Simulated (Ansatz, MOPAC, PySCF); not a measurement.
Molecule: NH2 (charge 0, doublet). SMILES: [NH2]
Structure (B3LYP-D3(BJ)/def2-TZVP (Ansatz, a quantum-chemistry and plane-wave program) minimum search):
```
N
H 1 1.0284
H 1 1.0284 2 103.25
```
Charge 0, spin multiplicity 2.

Unscaled harmonic wavenumbers (cm⁻¹) in rising order, each level at the stationary point that it reaches from this structure (no distance between atoms moves by over 0.3 Å); the order of modes can differ between levels, and a negative number is imaginary. B3LYP-D3(BJ)/def2-TZVP (PySCF, at the structure above): 1531, 3338, 3428.

AM1 (MOPAC): 1665, 3440, 3482. Zero-point energy 12.3 against 11.9 kcal/mol; where all levels lie over 400 cm⁻¹, the wavenumbers are on average 1.045 times those of B3LYP-D3(BJ)/def2-TZVP.

PM3 (MOPAC): 1616, 3497, 3621. Zero-point energy 12.5 against 11.9 kcal/mol; where all levels lie over 400 cm⁻¹, the wavenumbers are on average 1.053 times those of B3LYP-D3(BJ)/def2-TZVP.

PM6 (MOPAC): 1519, 2803, 2837. Zero-point energy 10.2 against 11.9 kcal/mol; where all levels lie over 400 cm⁻¹, the wavenumbers are on average 0.887 times those of B3LYP-D3(BJ)/def2-TZVP.

HF/6-31G* (Ansatz): 1711, 3607, 3708. Zero-point energy 12.9 against 11.9 kcal/mol; where all levels lie over 400 cm⁻¹, the wavenumbers are on average 1.093 times those of B3LYP-D3(BJ)/def2-TZVP.
